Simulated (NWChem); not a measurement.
All runs are NWChem calculations. System: CH₃O, charge 0, spin multiplicity 2, at a geometry optimised with UB3LYP/def2-SVP. The structure started from a generated list of species. Its SCF solution wasn't tested for a lower state. Level: UHF/def2-TZVPD.

Input file:

```
start mol
memory heap 200 mb stack 900 mb global 1100 mb
geometry units angstroms nocenter noautoz noautosym
  C      0.073339     0.559350     0.045927
  O     -0.115110    -0.775309    -0.089457
  H      0.637268     0.689111     1.003776
  H      0.709611     1.017369    -0.742599
  H     -0.866032     1.139896     0.178920
end
basis spherical
  * library def2-tzvpd
end
scf
  uhf
  nopen 1
  maxiter 100
  thresh 1e-7
  semidirect memsize 60000000 filesize 0
  # guess.movecs holds the orbitals of an unrestricted PBE0 run
  vectors input guess.movecs output mol.movecs
end
task scf energy
```

NWChem printed:

```
             Northwest Computational Chemistry Package (NWChem) 7.3.0
             --------------------------------------------------------

                                NWChem Input Module
                                -------------------

 Scaling coordinates for geometry "geometry" by  1.889725989
 (inverse scale =  0.529177249)

                             Geometry "geometry" -> ""
                             -------------------------

 Output coordinates in angstroms (scale by  1.889725989 to convert to a.u.)

  No.       Tag          Charge          X              Y              Z
 ---- ---------------- ---------- -------------- -------------- --------------
    1 C                    6.0000     0.07333900     0.55935000     0.04592700
    2 O                    8.0000    -0.11511000    -0.77530900    -0.08945700
    3 H                    1.0000     0.63726800     0.68911100     1.00377600
    4 H                    1.0000     0.70961100     1.01736900    -0.74259900
    5 H                    1.0000    -0.86603200     1.13989600     0.17892000

 Effective nuclear repulsion energy (a.u.)      34.4021201726

            Nuclear Dipole moment (a.u.)
            ----------------------------
        X                 Y               Z
 ---------------- ---------------- ----------------
     0.0000018897     0.0000075589     0.0000056692


 Summary of "ao basis" -> "" (spherical)
 ------------------------------------------------------------------------------
       Tag                 Description            Shells   Functions and Types
 ---------------- ------------------------------  ------  ---------------------
 *                         def2-tzvpd                 on all atoms

 Summary of "ao basis" -> "ao basis" (spherical)
 ------------------------------------------------------------------------------
       Tag                 Description            Shells   Functions and Types
 ---------------- ------------------------------  ------  ---------------------
 C                         def2-tzvpd               13       37   6s3p3d1f
 O                         def2-tzvpd               14       40   6s4p3d1f
[...]
    98     -1.695253  5 H  s                  6     -1.074409  1 C  s
    80     -0.742050  3 H  s                  4     -0.644509  1 C  s
    85      0.601815  3 H  py               103      0.597464  5 H  py

 center of mass
 --------------
 x =  -0.02902949 y =  -0.17181128 z =  -0.02657402

 moments of inertia (a.u.)
 ------------------
          63.188514300005          -7.326686370711          -0.556590067289
          -7.326686370711          13.186073215361          -5.425275766467
          -0.556590067289          -5.425275766467          63.871152546998

  Mulliken analysis of the total density
  --------------------------------------

    Atom       Charge   Shell Charges
 -----------   ------   -------------------------------------------------------
    1 C    6     6.16   0.85  1.12  0.48  0.67  0.02  0.00  1.22  1.28  0.37  0.03  0.08  0.03  0.01
    2 O    8     8.27   0.79  1.18  0.60  0.99  0.35  0.01  1.78  1.87  0.67  0.01  0.00  0.02 -0.01  0.00
    3 H    1     0.86   0.26  0.48  0.09  0.02  0.01
    4 H    1     0.85   0.26  0.49  0.07  0.02  0.01
    5 H    1     0.85   0.26  0.49  0.07  0.02  0.01

  Mulliken analysis of the alpha density
  --------------------------------------

    Atom       Charge   Shell Charges
 -----------   ------   -------------------------------------------------------
    1 C    6     3.01   0.43  0.56  0.24  0.33  0.01  0.00  0.59  0.61  0.17  0.02  0.05  0.01  0.01
    2 O    8     4.64   0.40  0.59  0.31  0.51  0.16  0.00  1.11  1.15  0.39  0.01  0.00  0.01 -0.00  0.00
    3 H    1     0.48   0.14  0.27  0.05  0.01  0.00
    4 H    1     0.43   0.13  0.25  0.04  0.01  0.00
    5 H    1     0.44   0.13  0.25  0.04  0.01  0.00

   Mulliken analysis of the beta density
   -------------------------------------

    Atom       Charge   Shell Charges
 -----------   ------   -------------------------------------------------------
    1 C    6     3.15   0.43  0.56  0.24  0.34  0.01  0.00  0.63  0.67  0.20  0.01  0.04  0.01  0.00
    2 O    8     3.63   0.40  0.59  0.29  0.48  0.19  0.01  0.66  0.72  0.28  0.01  0.00  0.01 -0.00  0.00
    3 H    1     0.38   0.12  0.21  0.04  0.01  0.00
    4 H    1     0.42   0.13  0.24  0.03  0.01  0.00
    5 H    1     0.42   0.13  0.24  0.03  0.01  0.00

   Mulliken analysis of the spin density
   -------------------------------------

    Atom       Charge   Shell Charges
 -----------   ------   -------------------------------------------------------
    1 C    6    -0.14  -0.00  0.00 -0.01 -0.02  0.00 -0.00 -0.04 -0.06 -0.03  0.00  0.01 -0.00  0.00
    2 O    8     1.01   0.00 -0.00  0.02  0.03 -0.02 -0.00  0.45  0.43  0.11 -0.00 -0.00 -0.00 -0.00 -0.00
    3 H    1     0.10   0.03  0.06  0.01 -0.00  0.00
    4 H    1     0.02   0.00  0.01  0.00 -0.00 -0.00
    5 H    1     0.02   0.01  0.01  0.00 -0.00 -0.00

       Multipole analysis of the density wrt the origin
       ------------------------------------------------

     L   x y z        total         alpha         beta         nuclear
     -   - - -        -----         -----         ----         -------
     0   0 0 0     -0.000000     -9.000000     -8.000000     17.000000

     1   1 0 0      0.122077      0.125054     -0.002979      0.000002
     1   0 1 0      0.709877      0.964259     -0.254389      0.000008
     1   0 0 1      0.113995      0.077739      0.036250      0.000006

     2   2 0 0     -9.277531     -8.180033     -7.518071      6.420573
     2   1 1 0     -0.105748     -2.273965     -1.881362      4.049579
     2   1 0 1      0.336459     -0.222953      0.343877      0.215535
     2   0 2 0    -10.173210    -23.325738    -20.755954     33.908482
     2   0 1 1     -0.077037     -1.744152     -1.365277      3.032391
     2   0 0 2     -8.894961     -8.016894     -6.833560      5.955493

 Task  times  cpu:        8.6s     wall:        8.6s

 Total times  cpu:        8.6s     wall:        8.6s
```
